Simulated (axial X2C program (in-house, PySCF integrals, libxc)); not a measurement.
Outer orbitals of Cl₂⁺ at 1.901 Å, B3LYP

All values were computed with an in-house all-electron X2C program for linear molecules (integrals from PySCF). Spin-free means the one-electron spin-free X2C Hamiltonian; two-component (2c) means X2C with spin–orbit coupling and atomic mean-field two-electron Coulomb and Gaunt terms, so the difference of the two also holds small scalar two-electron terms. Basis: Cl dyall-av3z [9s8p3d2f] (cores contracted in-house); Gaussian nuclei, density fitting, unrestricted open shells. Masses: Cl 34.969 u.

The distance is close to the 2c PBE0 minimum; the highest filled and lowest empty levels are listed.

Spin-free orbitals, state M_S = 1/2, Λ = 1 (beyond evenly filled blocks: π+α, π+β, π-α) (Löwdin shares):

```csv
symmetry,occupied,ε (eV),atomic character
σα,yes,-35.27,"76% Cl s, 14% Cl p, 8% Cl d"
σβ,yes,-34.77,"74% Cl s, 15% Cl p, 8% Cl d"
σα,yes,-29.87,"77% Cl s, 15% Cl p, 7% Cl d"
σβ,yes,-29.03,"77% Cl s, 15% Cl p, 6% Cl d"
σα,yes,-21.73,"85% Cl p, 12% Cl s"
σβ,yes,-21.41,"84% Cl p, 13% Cl s"
π+α,yes,-20.22,"94% Cl p, 4% Cl d"
π-α,yes,-20.22,"94% Cl p, 4% Cl d"
π+β,yes,-19.66,"93% Cl p, 5% Cl d"
π-β,yes,-19.10,"93% Cl p, 5% Cl d"
π+α,yes,-16.96,"89% Cl p, 8% Cl d"
π-α,yes,-16.96,"89% Cl p, 8% Cl d"
π+β,yes,-16.24,"88% Cl p, 9% Cl d"
π-β,no,-14.31,"88% Cl p, 9% Cl d"
σα,no,-10.79,"68% Cl p, 23% Cl d, 6% Cl s"
σβ,no,-10.51,"67% Cl p, 24% Cl d, 6% Cl s"
σα,no,-5.09,"71% Cl s, 21% Cl d, 6% Cl p"
```

Spinors with spin–orbit coupling (state Ω = 3/2):

```csv
ω,occupied,ε (eV),atomic character,λ mixture
1/2,yes,-35.26,"76% Cl s, 14% Cl p, 8% Cl d",100% σ
-1/2,yes,-34.77,"74% Cl s, 15% Cl p, 8% Cl d",100% σ
1/2,yes,-29.87,"77% Cl s, 15% Cl p, 7% Cl d",100% σ
-1/2,yes,-29.02,"77% Cl s, 16% Cl p, 6% Cl d",100% σ
1/2,yes,-21.72,"85% Cl p, 12% Cl s",100% σ
-1/2,yes,-21.40,"84% Cl p, 13% Cl s",100% σ
-1/2,yes,-20.25,"94% Cl p, 4% Cl d",100% π
3/2,yes,-20.17,"94% Cl p, 4% Cl d",100% π
1/2,yes,-19.69,"93% Cl p, 5% Cl d",100% π
-3/2,yes,-19.06,"93% Cl p, 5% Cl d",100% π
-1/2,yes,-17.00,"89% Cl p, 8% Cl d",100% π
3/2,yes,-16.90,"89% Cl p, 8% Cl d",100% π
1/2,yes,-16.28,"88% Cl p, 9% Cl d",100% π
-3/2,no,-14.25,"88% Cl p, 9% Cl d",100% π
1/2,no,-10.78,"68% Cl p, 23% Cl d, 6% Cl s",100% σ
-1/2,no,-10.50,"67% Cl p, 24% Cl d, 6% Cl s",100% σ
1/2,no,-5.09,"71% Cl s, 21% Cl d, 6% Cl p",100% σ
```

Task: How does the gap between the highest filled and lowest empty level change from the spin-free to the 2c table?

Result: From 1.93 to 2.03 eV at B3LYP, a change of 0.10 eV.

Mulliken charges and populations of the two-component result (they depend on the basis, above all on diffuse functions):

Cl1 0.50 e (s 5.96 p 10.43 d 0.10 f 0.01), Cl2 0.50 e (s 5.96 p 10.43 d 0.10 f 0.01). ⟨Lz⟩ = 1.00 ħ and ⟨Sz⟩ = 0.50 ħ (0.25 and 0.25 on the two atoms), which add up to Ω.

The state is a single determinant with fixed occupations, the lowest that a limited PBE0 search found. Density functionals use the spin component along the axis (collinear). The functionals have no current-density term, which raises determinants with orbital currents, atoms included.
